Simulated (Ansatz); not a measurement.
# Property card for SiO₂

Level of theory: DFT LDA, scalar-relativistic, plane waves, PAW in Ansatz.

Cutoff 420 eV; k points 6×4×4 on the computed 24-atom cell (Γ-centred); Gaussian smearing, width 0.02 eV; no spin polarisation.

The structure is relaxed at this level of theory with its symmetry kept. This form isn't the usual stable structure of the compound.

```cif
data_structure
_symmetry_space_group_name_H-M 'Pnnm'
_symmetry_Int_Tables_number 58
_cell_length_a 4.9250
_cell_length_b 8.7368
_cell_length_c 8.5751
_cell_angle_alpha 90.000
_cell_angle_beta 90.000
_cell_angle_gamma 90.000
_cell_volume 368.98
loop_
_atom_site_label
_atom_site_type_symbol
_atom_site_symmetry_multiplicity
_atom_site_Wyckoff_symbol
_atom_site_fract_x
_atom_site_fract_y
_atom_site_fract_z
_atom_site_occupancy
Si1 Si 8 h 0.93242 0.17183 0.18348 1
O1 O 4 g 0.01266 0.81043 0.00000 1
O2 O 4 e 0.50000 0.50000 0.26218 1
O3 O 8 h 0.11991 0.29059 0.72190 1
```

```json
{
  "Space group": "Pnnm (No. 58)",
  "Volume per atom": "15.37 Å³",
  "Formation energy from the elements' standard states (uncorrected)": "-3.108 eV/atom",
  "Kohn–Sham band gap": "5.56 eV, indirect from (0.292, 0.000, 0.000) to Γ",
  "Löwdin character of the top 1 eV of the valence band": "O 2p 97 %",
  "Electron masses at the edge by Cartesian direction of the standard setting (m_e; degenerate bands sorted by energy; no spin-orbit coupling)": "x: 0.56; y: 0.57; z: 0.57",
  "Hole masses at the edge by Cartesian direction of the standard setting (m_e; degenerate bands sorted by energy; no spin-orbit coupling)": "x: 6.1; y: 2.5; z: 2.2"
}
```

Cost: 3 runs of about 31 core-minutes in all, on Intel Xeon Processor @ 2.50GHz (Skylake/Cascade Lake) (shared hosts).